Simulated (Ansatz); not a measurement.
# AlH3S (SMILES [AlH2][SH]): RPA@PBE0/def2-TZVP

Aim: the energy change on altering one bond length of AlH3S at RPA@PBE0/def2-TZVP, from 2 runs. 

Program for the calculation: Ansatz 0.2.0.

48 further runs of the same task are left out: 48 set aside as unsound or not needed.

**1. The molecule**

AlH3S: 5 atoms, total charge 0, spin state singlet. SMILES: `[AlH2][SH]`. The shape is that of a PBE0-D4/def2-TZVP optimisation.

Bond lengths: Al1–S2 2.181 Å, Al1–H3 1.579 Å, Al1–H4 1.581 Å, S2–H5 1.344 Å. Angles: Al1–S2–H5 93.7°, S2–Al1–H3 116.5°, S2–Al1–H4 118.9°, H3–Al1–H4 124.6°.

**2. A single-point energy at RPA@PBE0/def2-TZVP**

in.yaml

```yaml
crystal:
  periodic: [false, false, false]
  atoms:
    - {symbol: Al, position_ang: [-0.616100, -0.064200, -0.181700]}
    - {symbol: S, position_ang: [1.129100, -0.343100, 1.096600]}
    - {symbol: H, position_ang: [-1.981700, -0.650100, 0.351100]}
    - {symbol: H, position_ang: [-0.441100, 0.696000, -1.556400]}
    - {symbol: H, position_ang: [1.959700, 0.287800, 0.249000]}
basis:
  gaussian:
    orbitals: def2-TZVP
hamiltonian:
  xc: pbe0
correlation:
  method: rpa
  frozen_orbitals: {Al: 5, H: 0, S: 5}
accuracy: high
```

Launch:

```
$ ansatz run in.yaml --threads 1 --pin off --max-ram 3480MiB --events-out events.jsonl --progress --plain --runs-dir runs
```

The program printed:

```text
Warning: RAYON_NUM_THREADS=1 ignored (pool sized by the plan → 1); use --threads N
Functional definition: PBE0
  name "PBE0"
  parameter a = 0.25
  parameter kappa = 0.804
  parameter beta = 0.06672455060314922
  exchange = (1 - a)*pbe_x(kappa = kappa, mu = beta*pi^2/3) + a*exact_x
  correlation = pbe_c(beta = beta)
1572 factors; integrals over basis functions are off by at most 3.5e-9 eV
mean field evaluation 1: about -17474.6733 eV, gradient 1.6e1 eV
mean field evaluation 2: about -17474.6680 eV, gradient 1.6e1 eV
mean field evaluation 4: about -17475.4537 eV, gradient 2.1e0 eV
mean field evaluation 8: about -17475.4681 eV, gradient 2.1e-2 eV
mean field evaluation 16: about -17475.4681 eV, gradient 4.7e-7 eV
mean field -17475.46813042 eV, -642.2116084950 hartree, gradient 8.2e-8 eV, S^2 0.000000; 0 other end points of the search recorded, 0 dependent functions left out
10 core orbitals not correlated: weight in the atoms' cores, before any rotation towards them, 1.000 or more for the frozen orbitals, at most 0.000 for the correlated occupied ones
reference -17448.85557193 eV, -641.2336150095 hartree; 6, 6 occupied and 76, 76 virtual orbitals, 1572 factors
Total energy: -17460.33041133 eV, -641.6553075793 hartree
```

It took 8.7 s on 1 thread of Arm Neoverse V1, shared host; peak memory 0.25 GiB.

**3. The distorted shape, same level**

run.yaml

```yaml
basis:
  gaussian: {orbitals: def2-TZVP}
crystal:
  periodic: [false, false, false]
  atoms:
    - {symbol: Al, position_ang: [1.022579, 0.638862, -0.821044]}
    - {symbol: S, position_ang: [2.767779, 0.359962, 0.457256]}
    - {symbol: H, position_ang: [-1.981700, -0.650100, 0.351100]}
    - {symbol: H, position_ang: [1.197579, 1.399062, -2.195744]}
    - {symbol: H, position_ang: [3.598379, 0.990862, -0.390344]}
hamiltonian: {xc: pbe0}
correlation: {method: rpa, frozen_orbitals: {Al: 5, H: 0, S: 5}}
accuracy: high
```

Launch:

```
$ ansatz run run.yaml --threads 1 --pin off --max-ram 3480MiB --events-out events.jsonl --progress --plain --runs-dir runs
```

The program printed:

```text
Warning: RAYON_NUM_THREADS=1 ignored (pool sized by the plan → 1); use --threads N
[... 7 set-up lines as earlier in the session ...]
1534 factors; integrals over basis functions are off by at most 3.6e-9 eV
mean field evaluation 1: about -17468.5282 eV, gradient 2.2e1 eV
mean field evaluation 2: about -17468.5251 eV, gradient 2.2e1 eV
mean field evaluation 4: about -17471.0246 eV, gradient 8.0e0 eV
mean field evaluation 8: about -17471.3536 eV, gradient 3.3e-1 eV
mean field evaluation 16: about -17471.3539 eV, gradient 6.1e-4 eV
mean field -17471.35386439 eV, -642.0604120072 hartree, gradient 2.8e-8 eV, S^2 0.000000; 0 other end points of the search recorded, 0 dependent functions left out; unrestricted orbitals would lower it
mean field evaluation 32: about -17446.2472 eV, gradient 2.5e0 eV
unrestricted determinant -17446.33315013 eV, -641.1409177178 hartree, S^2 0.9457
10 core orbitals not correlated: weight in the atoms' cores, before any rotation towards them, 1.000 or more for the frozen orbitals, at most 0.000 for the correlated occupied ones
reference -17443.90891962 eV, -641.0518288900 hartree; 6, 6 occupied and 76, 76 virtual orbitals, 1534 factors
Total energy: -17456.25377297 eV, -641.5054938829 hartree
```

It took 11 s on 1 thread of Arm Neoverse V1, shared host; peak memory 0.26 GiB.

**4. Summary of results**

Level: RPA@PBE0/def2-TZVP, 10 core orbitals frozen.

| quantity | value |
| --- | --- |
| first shape: total energy | -641.65531 Eh |
| first shape: RPA correlation energy (valence) | -421.7 mEh |
| distorted shape: total energy | -641.50549 Eh |
| distorted shape: RPA correlation energy (valence) | -453.7 mEh |
| energy change with the Al1–H3 bond stretched from 1.579 to 3.473 Å | 4.077 eV |

**Reading.** One bond (distorted shape) is far stretched, which a spin-restricted single reference describes badly; a broken-symmetry solution may lie lower. With the Al1–H3 bond stretched from 1.579 to 3.473 Å the energy rises by 4.08 eV (393 kJ/mol). The first shape isn't relaxed at this level, so the change isn't measured from a minimum. A restricted reference can't describe the breaking bond well at this length. The restricted solution (distorted shape) is unstable to spin breaking: an unrestricted one lies lower.
